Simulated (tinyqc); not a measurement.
Worked calculation (part 2 of 3): UHF in the sto-6g basis, for NH3+, spin multiplicity 2. Computed by tinyqc, a small Python program that keeps every step (integrals from PySCF). Command: `OMP_NUM_THREADS=1 python tinyqc.py 26355 26356 out.jsonl` (the two numbers bound the seeds that draw the settings). One thread of a shared host (Intel(R) Xeon(R) Processor @ 2.60GHz), about 0.4 s of CPU time with the checks.

Geometry (angstrom):
```
atom         x         y        z
N      0.00000   0.00000  0.35500
H      1.01200   0.00000  0.00000
H     -0.50600   0.87600  0.00000
H     -0.50600  -0.87600  0.00000
```

## Iteration 1: building the Fock matrix

D(alpha) at the start:
```
           1N 1s     1N 2s    1N 2px    1N 2py    1N 2pz     2H 1s     3H 1s     4H 1s
1N 1s    1.06642  -0.31919   0.00003   0.00000   0.02414   0.04480   0.04482   0.04482
1N 2s   -0.31919   1.51737  -0.00020   0.00000  -0.15529  -0.20352  -0.20366  -0.20366
1N 2px   0.00003  -0.00020   1.22150   0.00000   0.00008  -0.23383   0.11702   0.11702
1N 2py   0.00000   0.00000   0.00000   1.22150   0.00000   0.00000  -0.20258   0.20258
1N 2pz   0.02414  -0.15529   0.00008   0.00000   1.05066   0.07805   0.07812   0.07812
2H 1s    0.04480  -0.20352  -0.23383   0.00000   0.07805   0.07524   0.00809   0.00809
3H 1s    0.04482  -0.20366   0.11702  -0.20258   0.07812   0.00809   0.07531   0.00812
4H 1s    0.04482  -0.20366   0.11702   0.20258   0.07812   0.00809   0.00812   0.07531
```

D(beta) at the start:
```
           1N 1s     1N 2s    1N 2px    1N 2py    1N 2pz     2H 1s     3H 1s     4H 1s
1N 1s    1.06156  -0.29692   0.00002   0.00000   0.09035   0.04560   0.04563   0.04563
1N 2s   -0.29692   1.41537  -0.00019   0.00000  -0.45862  -0.20719  -0.20734  -0.20734
1N 2px   0.00002  -0.00019   1.22150   0.00000   0.00011  -0.23383   0.11702   0.11702
1N 2py   0.00000   0.00000   0.00000   1.22150   0.00000   0.00000  -0.20258   0.20258
1N 2pz   0.09035  -0.45862   0.00011   0.00000   0.14864   0.06711   0.06718   0.06718
2H 1s    0.04560  -0.20719  -0.23383   0.00000   0.06711   0.07511   0.00796   0.00796
3H 1s    0.04563  -0.20734   0.11702  -0.20258   0.06718   0.00796   0.07518   0.00799
4H 1s    0.04563  -0.20734   0.11702   0.20258   0.06718   0.00796   0.00799   0.07518
```

core Hamiltonian H = T + V (hartree):
```
            1N 1s     1N 2s    1N 2px    1N 2py    1N 2pz     2H 1s     3H 1s     4H 1s
1N 1s   -25.91765  -5.66547   0.00001   0.00000   0.01483  -1.30470  -1.30573  -1.30573
1N 2s    -5.66547  -7.64934   0.00013   0.00000   0.16505  -3.01093  -3.01255  -3.01255
1N 2px    0.00001   0.00013  -6.41957   0.00000  -0.00005  -2.20129   1.10147   1.10147
1N 2py    0.00000   0.00000   0.00000  -6.41956   0.00000   0.00000  -1.90682   1.90682
1N 2pz    0.01483   0.16505  -0.00005   0.00000  -6.30278   0.81679   0.81736   0.81736
2H 1s    -1.30470  -3.01093  -2.20129   0.00000   0.81679  -4.44840  -1.02208  -1.02208
3H 1s    -1.30573  -3.01255   1.10147  -1.90682   0.81736  -1.02208  -4.44948  -1.02306
4H 1s    -1.30573  -3.01255   1.10147   1.90682   0.81736  -1.02208  -1.02306  -4.44948
```

nuclear repulsion = 11.2700135 hartree

Given earlier and not repeated: Two-electron integrals (ij|kl) in chemists' order.

J_ij = sum D_kl (ij|kl) with D = D(alpha) + D(beta), K_ij = sum D_kl (ik|jl) for each spin; F = H + J - K(s); E = tr D H + tr D J / 2 - 0.5 sum_s tr D(s) K(s) + E_nn.

Coulomb J (hartree):
```
           1N 1s     1N 2s    1N 2px    1N 2py    1N 2pz     2H 1s     3H 1s     4H 1s
1N 1s   15.57377   2.74760   0.00000   0.00000  -0.02108   0.64678   0.64729   0.64729
1N 2s    2.74760   7.05678   0.00002   0.00000  -0.08574   2.66643   2.66786   2.66786
1N 2px   0.00000   0.00002   7.07827   0.00000   0.00000   2.08273  -1.04211  -1.04211
1N 2py   0.00000   0.00000   0.00000   7.07827   0.00000   0.00000   1.80413  -1.80413
1N 2pz  -0.02108  -0.08574   0.00000   0.00000   7.01380  -0.74958  -0.75012  -0.75012
2H 1s    0.64678   2.66643   2.08273   0.00000  -0.74958   4.18741   0.87520   0.87520
3H 1s    0.64729   2.66786  -1.04211   1.80413  -0.75012   0.87520   4.18839   0.87604
4H 1s    0.64729   2.66786  -1.04211  -1.80413  -0.75012   0.87520   0.87604   4.18839
```

exchange K(alpha) (hartree):
```
           1N 1s    1N 2s    1N 2px    1N 2py    1N 2pz     2H 1s     3H 1s     4H 1s
1N 1s    4.31623  0.69319   0.00000   0.00000  -0.00042   0.17414   0.17428   0.17428
1N 2s    0.69319  1.24127   0.00000   0.00000   0.00192   0.40672   0.40695   0.40695
1N 2px   0.00000  0.00000   1.03103   0.00000  -0.00001   0.23675  -0.11847  -0.11847
1N 2py   0.00000  0.00000   0.00000   1.03103   0.00000   0.00000   0.20510  -0.20510
1N 2pz  -0.00042  0.00192  -0.00001   0.00000   1.03836  -0.08203  -0.08210  -0.08210
2H 1s    0.17414  0.40672   0.23675   0.00000  -0.08203   0.21414   0.11478   0.11478
3H 1s    0.17428  0.40695  -0.11847   0.20510  -0.08210   0.11478   0.21436   0.11488
4H 1s    0.17428  0.40695  -0.11847  -0.20510  -0.08210   0.11478   0.11488   0.21436
```

exchange K(beta) (hartree):
```
           1N 1s     1N 2s    1N 2px    1N 2py    1N 2pz     2H 1s     3H 1s     4H 1s
1N 1s    4.29160   0.66162   0.00000   0.00000  -0.01195   0.16673   0.16686   0.16686
1N 2s    0.66162   1.03202   0.00002   0.00000  -0.25361   0.36105   0.36126   0.36126
1N 2px   0.00000   0.00002   0.97831   0.00000   0.00002   0.22732  -0.11374  -0.11374
1N 2py   0.00000   0.00000   0.00000   0.97830   0.00000   0.00000   0.19692  -0.19692
1N 2pz  -0.01195  -0.25361   0.00002   0.00000   0.33953  -0.10879  -0.10887  -0.10887
2H 1s    0.16673   0.36105   0.22732   0.00000  -0.10879   0.19826   0.10312   0.10312
3H 1s    0.16686   0.36126  -0.11374   0.19692  -0.10887   0.10312   0.19846   0.10322
4H 1s    0.16686   0.36126  -0.11374  -0.19692  -0.10887   0.10312   0.10322   0.19846
```

F(alpha) (hartree):
```
            1N 1s     1N 2s    1N 2px    1N 2py    1N 2pz     2H 1s     3H 1s     4H 1s
1N 1s   -14.66012  -3.61106   0.00001   0.00000  -0.00582  -0.83206  -0.83271  -0.83271
1N 2s    -3.61106  -1.83382   0.00014   0.00000   0.07740  -0.75121  -0.75164  -0.75164
1N 2px    0.00001   0.00014  -0.37233   0.00000  -0.00005  -0.35531   0.17783   0.17783
1N 2py    0.00000   0.00000   0.00000  -0.37232   0.00000   0.00000  -0.30778   0.30778
1N 2pz   -0.00582   0.07740  -0.00005   0.00000  -0.32735   0.14924   0.14934   0.14934
2H 1s    -0.83206  -0.75121  -0.35531   0.00000   0.14924  -0.47514  -0.26166  -0.26166
3H 1s    -0.83271  -0.75164   0.17783  -0.30778   0.14934  -0.26166  -0.47545  -0.26190
4H 1s    -0.83271  -0.75164   0.17783   0.30778   0.14934  -0.26166  -0.26190  -0.47545
```

F(beta) (hartree):
```
            1N 1s     1N 2s    1N 2px    1N 2py    1N 2pz     2H 1s     3H 1s     4H 1s
1N 1s   -14.63548  -3.57949   0.00001   0.00000   0.00571  -0.82465  -0.82530  -0.82530
1N 2s    -3.57949  -1.62458   0.00013   0.00000   0.33292  -0.70554  -0.70595  -0.70595
1N 2px    0.00001   0.00013  -0.31960   0.00000  -0.00007  -0.34588   0.17311   0.17311
1N 2py    0.00000   0.00000   0.00000  -0.31959   0.00000   0.00000  -0.29961   0.29961
1N 2pz    0.00571   0.33292  -0.00007   0.00000   0.37149   0.17600   0.17611   0.17611
2H 1s    -0.82465  -0.70554  -0.34588   0.00000   0.17600  -0.45926  -0.25001  -0.25001
3H 1s    -0.82530  -0.70595   0.17311  -0.29961   0.17611  -0.25001  -0.45955  -0.25024
4H 1s    -0.82530  -0.70595   0.17311   0.29961   0.17611  -0.25001  -0.25024  -0.45955
```

total energy of this density = -53.7890707 hartree

## Iteration 1: diagonalisation and new density

X:
```
               1         2         3         4         5         6         7         8
1N 1s   -0.30517   0.00000  -0.00039   0.76801   0.60717   0.00000   0.00009   0.13496
1N 2s    1.35220   0.00000   0.00121  -0.17257   0.20675   0.00000   0.00017   0.41999
1N 2px  -0.00124   0.00000   0.98752   0.00004  -0.00004   0.00000   0.64843  -0.00014
1N 2py   0.00000   0.98749   0.00000   0.00000   0.00000   0.64852   0.00000   0.00000
1N 2pz  -0.37706   0.00000  -0.00028  -0.64837   0.71513   0.00000  -0.00001  -0.11784
2H 1s   -0.62737   0.00000  -0.96754  -0.11844  -0.09304   0.00000   0.44158   0.30276
3H 1s   -0.62916  -0.83759   0.48289  -0.11836  -0.09298   0.38229  -0.22064   0.30295
4H 1s   -0.62916   0.83759   0.48289  -0.11836  -0.09298  -0.38229  -0.22064   0.30295
```

Diagonalise F' = X^T F X, C = X C', fill 5 alpha and 4 beta electrons from the bottom; D(s) = C_occ C_occ^T. Each column has its largest component positive (the first on a tie).

F' = X^T F X (alpha) (hartree):
```
          1        2         3         4         5         6         7         8
1   0.03779  0.00000  -0.00063   0.99257   0.72440   0.00000   0.00009  -0.00588
2   0.00000  0.35560   0.00000   0.00000   0.00000   0.00031   0.00000   0.00000
3  -0.00063  0.00000   0.35543   0.00170   0.00138   0.00000   0.00025   0.00029
4   0.99257  0.00000   0.00170  -7.47023  -6.50188   0.00000  -0.00126  -2.79613
5   0.72440  0.00000   0.00138  -6.50188  -6.25592   0.00000  -0.00117  -2.62807
6   0.00000  0.00031   0.00000   0.00000   0.00000  -0.52424   0.00000   0.00000
7   0.00009  0.00000   0.00025  -0.00126  -0.00117   0.00000  -0.52426  -0.00049
8  -0.00588  0.00000   0.00029  -2.79613  -2.62807   0.00000  -0.00049  -2.09650
```

orbital energies (alpha) (hartree): MO1 -14.66568, MO2 -1.04315, MO3 -0.52426, MO4 -0.52424, MO5 -0.34088, MO6 0.26485, MO7 0.35543, MO8 0.35560

coefficients C (alpha):
```
             MO1       MO2       MO3       MO4       MO5       MO6       MO7       MO8
1N 1s    0.99455  -0.22598  -0.00007   0.00000  -0.06943  -0.15754   0.00038   0.00000
1N 2s    0.02652   0.82838   0.00033   0.00000   0.37395   1.11831  -0.00290   0.00000
1N 2px   0.00000  -0.00018   0.64815   0.00000  -0.00014   0.00215   0.98769   0.00000
1N 2py   0.00000   0.00000   0.00000   0.64818   0.00000   0.00000   0.00000   0.98772
1N 2pz  -0.00182  -0.09392   0.00011   0.00000   0.90922  -0.50233   0.00128   0.00000
2H 1s   -0.00529   0.12194   0.44178   0.00000  -0.13600  -0.69214  -0.96512   0.00000
3H 1s   -0.00529   0.12206  -0.22084   0.38259  -0.13591  -0.68893   0.48513  -0.83746
4H 1s   -0.00529   0.12206  -0.22084  -0.38259  -0.13591  -0.68893   0.48513   0.83746
```

F' = X^T F X (beta) (hartree):
```
          1        2         3         4         5         6         7         8
1   0.09817  0.00000  -0.00060   0.96286   0.76654   0.00000   0.00007   0.05374
2   0.00000  0.38591   0.00000   0.00000   0.00000   0.02865   0.00000   0.00000
3  -0.00060  0.00000   0.38574   0.00166   0.00143   0.00000   0.02859   0.00035
4   0.96286  0.00000   0.00166  -7.10283  -6.88918   0.00000  -0.00128  -2.84037
5   0.76654  0.00000   0.00143  -6.88918  -5.80445   0.00000  -0.00115  -2.56503
6   0.00000  0.02865   0.00000   0.00000   0.00000  -0.49272   0.00000   0.00000
7   0.00007  0.00000   0.02859  -0.00128  -0.00115   0.00000  -0.49274  -0.00048
8   0.05374  0.00000   0.00035  -2.84037  -2.56503   0.00000  -0.00048  -2.02977
```

orbital energies (beta) (hartree): MO1 -14.63992, MO2 -0.94214, MO3 -0.49367, MO4 -0.49365, MO5 0.24673, MO6 0.38667, MO7 0.38684, MO8 0.49644

coefficients C (beta):
```
             MO1       MO2       MO3       MO4       MO5       MO6       MO7       MO8
1N 1s    0.99518  -0.20868  -0.00006   0.00000  -0.18950   0.00026   0.00000  -0.00011
1N 2s    0.02364   0.74038   0.00028   0.00000   1.22433  -0.00176   0.00000  -0.17226
1N 2px   0.00000  -0.00019   0.61600   0.00000   0.00119   1.00806   0.00000   0.00099
1N 2py   0.00000   0.00000   0.00000   0.61603   0.00000   0.00000   1.00809   0.00000
1N 2pz  -0.00268  -0.20315  -0.00004   0.00000   0.02209  -0.00089   0.00000   1.02278
2H 1s   -0.00482   0.15730   0.47273   0.00000  -0.65011  -0.95137   0.00000   0.25115
3H 1s   -0.00482   0.15746  -0.23627   0.40936  -0.64837   0.47678  -0.82470   0.25260
4H 1s   -0.00482   0.15746  -0.23627  -0.40936  -0.64837   0.47678   0.82470   0.25260
```

D(alpha) after iteration 1:
```
           1N 1s     1N 2s    1N 2px    1N 2py    1N 2pz     2H 1s     3H 1s     4H 1s
1N 1s    1.04502  -0.18679   0.00000   0.00000  -0.04372  -0.02340  -0.02340  -0.02340
1N 2s   -0.18679   0.82675   0.00001   0.00000   0.26216   0.05016   0.05007   0.05007
1N 2px   0.00000   0.00001   0.42010   0.00000  -0.00004   0.28634  -0.14314  -0.14314
1N 2py   0.00000   0.00000   0.00000   0.42013   0.00000   0.00000   0.24798  -0.24798
1N 2pz  -0.04372   0.26216  -0.00004   0.00000   0.83551  -0.13505  -0.13505  -0.13505
2H 1s   -0.02340   0.05016   0.28634   0.00000  -0.13505   0.22856  -0.06417  -0.06417
3H 1s   -0.02340   0.05007  -0.14314   0.24798  -0.13505  -0.06417   0.22854  -0.06420
4H 1s   -0.02340   0.05007  -0.14314  -0.24798  -0.13505  -0.06417  -0.06420   0.22854
```

D(beta) after iteration 1:
```
           1N 1s     1N 2s    1N 2px    1N 2py    1N 2pz     2H 1s     3H 1s     4H 1s
1N 1s    1.03393  -0.13098   0.00000   0.00000   0.03972  -0.03765  -0.03764  -0.03764
1N 2s   -0.13098   0.54871   0.00003   0.00000  -0.15047   0.11648   0.11640   0.11640
1N 2px   0.00000   0.00003   0.37945   0.00000   0.00001   0.29117  -0.14557  -0.14557
1N 2py   0.00000   0.00000   0.00000   0.37949   0.00000   0.00000   0.25218  -0.25218
1N 2pz   0.03972  -0.15047   0.00001   0.00000   0.04128  -0.03196  -0.03196  -0.03196
2H 1s   -0.03765   0.11648   0.29117   0.00000  -0.03196   0.24824  -0.08690  -0.08690
3H 1s   -0.03764   0.11640  -0.14557   0.25218  -0.03196  -0.08690   0.24822  -0.08694
4H 1s   -0.03764   0.11640  -0.14557  -0.25218  -0.03196  -0.08690  -0.08694   0.24822
```

## Iteration 2: building the Fock matrix

As before.

Coulomb J (hartree):
```
           1N 1s     1N 2s    1N 2px    1N 2py    1N 2pz     2H 1s     3H 1s     4H 1s
1N 1s   13.86235   2.39374  -0.00001   0.00000  -0.01372   0.56549   0.56594   0.56594
1N 2s    2.39374   6.27448  -0.00006   0.00000  -0.12510   2.46166   2.46297   2.46297
1N 2px  -0.00001  -0.00006   6.29822   0.00000   0.00001   1.96914  -0.98530  -0.98530
1N 2py   0.00000   0.00000   0.00000   6.29820   0.00000   0.00000   1.70575  -1.70575
1N 2pz  -0.01372  -0.12510   0.00001   0.00000   6.22704  -0.72569  -0.72621  -0.72621
2H 1s    0.56549   2.46166   1.96914   0.00000  -0.72569   4.17717   0.82859   0.82859
3H 1s    0.56594   2.46297  -0.98530   1.70575  -0.72621   0.82859   4.17801   0.82940
4H 1s    0.56594   2.46297  -0.98530  -1.70575  -0.72621   0.82859   0.82940   4.17801
```

exchange K(alpha) (hartree):
```
           1N 1s     1N 2s    1N 2px    1N 2py    1N 2pz     2H 1s     3H 1s     4H 1s
1N 1s    4.25316   0.65119   0.00000   0.00000  -0.00157   0.16315   0.16328   0.16328
1N 2s    0.65119   1.09651  -0.00005   0.00000   0.03896   0.48223   0.48245   0.48245
1N 2px   0.00000  -0.00005   0.80167   0.00000   0.00002   0.38477  -0.19249  -0.19249
1N 2py   0.00000   0.00000   0.00000   0.80170   0.00000   0.00000   0.33327  -0.33327
1N 2pz  -0.00157   0.03896   0.00002   0.00000   0.92395  -0.14098  -0.14105  -0.14105
2H 1s    0.16315   0.48223   0.38477   0.00000  -0.14098   0.57575   0.15080   0.15080
3H 1s    0.16328   0.48245  -0.19249   0.33327  -0.14105   0.15080   0.57595   0.15095
4H 1s    0.16328   0.48245  -0.19249  -0.33327  -0.14105   0.15080   0.15095   0.57595
```

exchange K(beta) (hartree):
```
           1N 1s     1N 2s    1N 2px    1N 2py    1N 2pz     2H 1s     3H 1s     4H 1s
1N 1s    4.22065   0.62277   0.00000   0.00000  -0.00346   0.15551   0.15563   0.15563
1N 2s    0.62277   0.87377  -0.00004   0.00000  -0.21324   0.44505   0.44524   0.44524
1N 2px   0.00000  -0.00004   0.72497   0.00000   0.00004   0.37755  -0.18887  -0.18887
1N 2py   0.00000   0.00000   0.00000   0.72501   0.00000   0.00000   0.32701  -0.32701
1N 2pz  -0.00346  -0.21324   0.00004   0.00000   0.24266  -0.13782  -0.13791  -0.13791
2H 1s    0.15551   0.44505   0.37755   0.00000  -0.13782   0.57296   0.13821   0.13821
3H 1s    0.15563   0.44524  -0.18887   0.32701  -0.13791   0.13821   0.57313   0.13835
4H 1s    0.15563   0.44524  -0.18887  -0.32701  -0.13791   0.13821   0.13835   0.57313
```

F(alpha) (hartree):
```
            1N 1s     1N 2s    1N 2px    1N 2py    1N 2pz     2H 1s     3H 1s     4H 1s
1N 1s   -16.30846  -3.92292   0.00001   0.00000   0.00268  -0.90236  -0.90307  -0.90307
1N 2s    -3.92292  -2.47136   0.00012   0.00000   0.00099  -1.03149  -1.03203  -1.03203
1N 2px    0.00001   0.00012  -0.92303   0.00000  -0.00005  -0.61692   0.30866   0.30866
1N 2py    0.00000   0.00000   0.00000  -0.92306   0.00000   0.00000  -0.53434   0.53434
1N 2pz    0.00268   0.00099  -0.00005   0.00000  -0.99969   0.23207   0.23220   0.23220
2H 1s    -0.90236  -1.03149  -0.61692   0.00000   0.23207  -0.84699  -0.34429  -0.34429
3H 1s    -0.90307  -1.03203   0.30866  -0.53434   0.23220  -0.34429  -0.84742  -0.34461
4H 1s    -0.90307  -1.03203   0.30866   0.53434   0.23220  -0.34429  -0.34461  -0.84742
```

F(beta) (hartree):
```
            1N 1s     1N 2s    1N 2px    1N 2py    1N 2pz     2H 1s     3H 1s     4H 1s
1N 1s   -16.27595  -3.89450   0.00001   0.00000   0.00457  -0.89472  -0.89542  -0.89542
1N 2s    -3.89450  -2.24863   0.00011   0.00000   0.25319  -0.99431  -0.99482  -0.99482
1N 2px    0.00001   0.00011  -0.84633   0.00000  -0.00007  -0.60969   0.30504   0.30504
1N 2py    0.00000   0.00000   0.00000  -0.84637   0.00000   0.00000  -0.52808   0.52808
1N 2pz    0.00457   0.25319  -0.00007   0.00000  -0.31840   0.22892   0.22906   0.22906
2H 1s    -0.89472  -0.99431  -0.60969   0.00000   0.22892  -0.84420  -0.33170  -0.33170
3H 1s    -0.89542  -0.99482   0.30504  -0.52808   0.22906  -0.33170  -0.84459  -0.33201
4H 1s    -0.89542  -0.99482   0.30504   0.52808   0.22906  -0.33170  -0.33201  -0.84459
```

total energy of this density = -55.6879168 hartree
